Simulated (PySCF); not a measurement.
This PySCF input asks for the NMR shieldings of chlorine monofluoride, ClF; the geometry comes from GFN2-xTB.

```python
import basis_set_exchange as bse
import numpy as np
from pyscf import gto, dft
from pyscf.prop import nmr

atoms = """
F     0.842181   -0.002998   -0.002713
Cl   -0.839424    0.004267   -0.011435
"""
names = dict.fromkeys(["F", "Cl"], "pcSseg-1")
basis = {el: gto.basis.parse(bse.get_basis(n, elements=[el], fmt="nwchem")) for el, n in names.items()}
mol = gto.M(atom=atoms, basis=basis, charge=0, verbose=0)
mf = dft.RKS(mol, xc="PBE0")
mf.grids.level = 2
mf.grids.alignment = dft.numint.BLKSIZE   # the property module wants whole blocks of grid points
mf.conv_tol = 1e-9
mf.kernel()

calc = nmr.RKS(mf)   # GIAO
C = mf.mo_coeff
Co = C[:, mf.mo_occ > 0]
resp = mf.gen_response(singlet=True, hermi=2)
def vind(x):   # induced exchange potential for any number of trial vectors
    d = np.einsum("pi,xij,qj->xpq", C, 2 * x.reshape(-1, C.shape[1], Co.shape[1]), Co, optimize=True)
    return np.einsum("xpq,pi,qj->xij", resp(d - d.transpose(0, 2, 1)), C, Co, optimize=True).ravel()
mo1, _ = nmr.rhf.solve_mo1(calc, with_cphf=vind)
sigma = calc.kernel(mo1)
for i, s in enumerate(sigma):   # ppm
    w = np.linalg.eigvalsh((s + s.T) / 2)
    print("%2d %-2s iso %8.1f  s11 %8.1f  s22 %8.1f  s33 %8.1f" % (i, mol.atom_pure_symbol(i), w.mean(), *w))
```

**Question.** Give the expected output.

**Answer.** 
```
 0 F  iso    615.1  s11    492.1  s22    676.6  s33    676.6
 1 Cl iso   -695.1  s11  -1619.2  s22  -1619.2  s33   1153.0
```

These numbers come from an equivalent density-fitted implementation of the same equations, which agrees with the script to about 0.01 ppm for H and up to a few tenths of a ppm for heavy atoms, so last digits may differ.

**Question.** Turn these shieldings into chemical shifts. δ = σ(ref) − σ, references computed at the same level: $^{19}$F (σref 170.95) vs CFCl3; HCl for $^{35}$Cl (σref 949.78).

**Answer.** Averaging equivalent atoms: F 0: -444.2; Cl 1: 1645 ppm. Unscaled 19F shifts against computed CFCl3 carry errors that often reach 10 to 50 ppm.

Size and cost of the density-fitted run: 41 basis functions, 0.9 s wall time on 1 thread of an Arm Neoverse V2, shared host.
